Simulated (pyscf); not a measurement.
Optimised with ωB97X-D3(BJ)/def2-SVP in PySCF. MP2 and CC: frozen core, UHF for open shells. ΔMP2 is the change of the MP2 total energy from the triple- to the quadruple-zeta basis.

**Question.** For `[CH3][CH]=[CH][OH]` -> `[CH]#[C][CH3]` + `[OH2]`, an elimination (singlet surface; C–H, C–O broken, H–O formed), PBE/def2-TZVP gives ΔE‡ = 78.0 kcal/mol and ΔE = +32.4 kcal/mol (zero: the reactant's lowest minimum found). In which direction and how far do B3LYP-D3(BJ)/def2-TZVP, M06-2X/def2-TZVP, CCSD(T)/def2-TZVPP + ΔMP2(QZVPP) move these?

**Answer.** B3LYP-D3(BJ): ΔE‡ = 82.7 kcal/mol, ΔE = +30.1 kcal/mol; M06-2X: ΔE‡ = 84.1 kcal/mol, ΔE = +29.5 kcal/mol; CCSD(T): ΔE‡ = 83.0 kcal/mol, ΔE = +25.7 kcal/mol. PBE's barrier lies under all of them, by 4.8 to 6.2 kcal/mol. Its reaction energy lies over all of them, by 2.4 to 6.7 kcal/mol. Low barriers are usual for a GGA, whose delocalisation error favours stretched bonds. On the reactant side the descent ends in a point that may be a rotor saddle (no frequency run), 1.4 kcal/mol over the lowest minimum found and 83.6 kcal/mol under the saddle at ωB97X-D3(BJ)/def2-TZVP. One saddle was located; it need not be the lowest between these sides. The CCSD(T) − MP2 part came from Ansatz, without density fitting, on the same reference.
